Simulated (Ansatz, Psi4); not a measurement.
Species: ethanol, C₂H₆O (charge 0, singlet). SMILES: CCO
Geometry: optimised at B3LYP-D3(BJ)/def2-TZVP (Ansatz, an electronic-structure program).

Quantity: atomisation energy, in kcal/mol. Set-up: spin-orbit terms left out; atomisation electronic, to ground-state atoms; no dispersion term unless named; 6-311+G** with 5d; UHF or UKS for open shells; non-relativistic; six Cartesian d functions in 6-31G* and its kin unless marked 5d; valence correlation only. CBS(X,Y): correlation extrapolated as X^-3; Hartree-Fock from the larger set. [CCSD(T)-MP2]/basis is that difference in the basis named. Ab initio and DFT rows: single points at B3LYP-D3(BJ) geometries (Ansatz).

Coupled cluster (Ansatz) is a level with limits of its own, used here on species with T1 under 0.025 (0.045 for open shells) and stable references: RI-MP2/CBS(aug-cc-pVTZ,aug-cc-pVQZ)+[CCSD(T)-MP2]/aug-cc-pVTZ.

Value to compare with, RI-MP2/CBS(aug-cc-pVTZ,aug-cc-pVQZ)+[CCSD(T)-MP2]/aug-cc-pVTZ (Ansatz): 810.9 kcal/mol.

```csv
level,program,atomisation energy (kcal/mol),difference
HF/6-311+G**,Ansatz,592.2,-218.7
PBE/STO-3G,Ansatz,949.7,138.8
B3LYP/6-31G*,Ansatz,802.5,-8.4
B3LYP/6-31G**,Ansatz,810.3,-0.6
wB97X-D/6-311+G**,Psi4,803.8,-7.1
MP2/STO-3G,Ansatz,782.4,-28.5
B3LYP-D3(BJ)/def2-TZVPD,Ansatz + dftd3,809.4,-1.5
wB97X-V/def2-TZVPD,Ansatz,808.6,-2.3
B2PLYP-D3(BJ)/def2-TZVPD,Ansatz + dftd3,800.8,-10.1
```

Among the 6 habitual levels, HF/6-311+G** lies farthest from RI-MP2/CBS(aug-cc-pVTZ,aug-cc-pVQZ)+[CCSD(T)-MP2]/aug-cc-pVTZ (Ansatz) (-218.7 kcal/mol) and B3LYP/6-31G** nearest (-0.6); 1 of 6 lie above it, and their mean absolute difference is 67.0 kcal/mol, the median 18.4. One case shows no general order.

The levels are drawn from those run, B3LYP/6-31G* more often than the rest, none by its result; runs whose electronic state is in doubt are left out.
